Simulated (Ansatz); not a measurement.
in.yaml

```yaml
crystal:
  periodic: [false, false, false]
  atoms:
    - {symbol: P, position_ang: [-0.047112, -0.000552, -0.045963]}
    - {symbol: H, position_ang: [2.898632, 0.031105, 0.766887]}
    - {symbol: H, position_ang: [-0.737600, 1.166278, 0.321156]}
    - {symbol: H, position_ang: [-0.713276, -1.180424, 0.324401]}
basis:
  gaussian: {orbitals: 6-31G}
total_charge: 1
magnetization: {spin_polarized: false, initial_magnetization: 1}
correlation: {method: ccsdt_q, electrons: outside_noble_gas}
```

```sh
$ ansatz run in.yaml --threads 1 --pin off --events-out ev --progress --plain --max-ram 2393MiB
```

Log:

```
381 factors; integrals over basis functions are off by at most 7.1e-8 eV
mean field evaluation 1: about -9301.4989 eV, gradient 1.2e1 eV
mean field evaluation 2: about -9301.5015 eV, gradient 1.2e1 eV
mean field evaluation 4: about -9304.4348 eV, gradient 5.8e0 eV
mean field evaluation 8: about -9302.4014 eV, gradient 7.4e0 eV
mean field evaluation 16: about -9305.0012 eV, gradient 1.9e-6 eV
mean field evaluation 32: about -9303.4671 eV, gradient 5.8e-1 eV
mean field evaluation 64: about -9303.4213 eV, gradient 2.4e-1 eV
mean field evaluation 96: about -9303.3618 eV, gradient 6.6e-1 eV
mean field evaluation 128: about -9303.4289 eV, gradient 2.8e-1 eV
mean field evaluation 160: about -9301.5322 eV, gradient 6.8e0 eV
...
mean field -9305.00123145 eV, -341.9524880993 hartree, gradient 1.9e-6 eV, S^2 0.750000; 3 other end points of the search recorded, 0 dependent functions left out
...
determinant -9305.00123145 eV, -341.9524880993 hartree, with singles and doubles -9306.80212682 eV, -342.0186697838 hartree
determinant -9304.62685013 eV, -341.9387298398 hartree, with singles and doubles -9306.82006130 eV, -342.0193288635 hartree
determinant -9304.62685013 eV, -341.9387298398 hartree, with singles and doubles -9306.97813681 eV, -342.0251380314 hartree
determinant -9305.00123145 eV, -341.9524880993 hartree, with singles and doubles -9306.73194763 eV, -342.0160907460 hartree
the reference fills the natural orbitals of an unrestricted determinant, so it is not stationary
unrestricted determinant -9305.54576274 eV, -341.9724992553 hartree, S^2 1.7039
5 core orbitals not correlated: weight in the atoms' cores, before any rotation towards them, 1.000 or more for the frozen orbitals, at most 0.000 for the correlated occupied ones
reference -9304.62685013 eV, -341.9387298398 hartree; 4, 3 occupied and 10, 11 virtual orbitals, 381 factors
second order -1.33176633 eV of doubles, -0.23584113 eV of singles
...
cycle  20  -2.47570513 eV  change    1.3e-4 eV  update   1.2e-4
cycle  21  -2.47557961 eV  change    1.3e-4 eV  update   6.8e-5
cycle  22  -2.47562766 eV  change   -4.8e-5 eV  update   2.5e-5
cycle  23  -2.47561763 eV  change    1.0e-5 eV  update   1.5e-5
cycle  24  -2.47560839 eV  change    9.2e-6 eV  update   9.7e-6
cycle  25  -2.47560375 eV  change    4.6e-6 eV  update   5.0e-6
cycle  26  -2.47560137 eV  change    2.4e-6 eV  update   2.5e-6
cycle  27  -2.47560078 eV  change    5.9e-7 eV  update   1.3e-6
cycle  28  -2.47559994 eV  change    8.4e-7 eV  update   7.2e-7
cycle  29  -2.47559974 eV  change    2.0e-7 eV  update   3.7e-7
perturbative correction -0.02406898 eV, -0.0008845186 hartree
WARN: these amplitudes may be one of several solutions (largest doubles amplitude 0.84, level shift 0.00 eV)
Total energy: -9307.12651886 eV, -342.0305909710 hartree
```

The determinant lies 0.37 eV above the lowest one of its kind in the log. The T1 diagnostic is 0.300, too large for the energy to be relied on.

Ran on 1 thread of Arm Neoverse V1, shared host: 1.8 s wall, 0.14 GiB peak host memory.
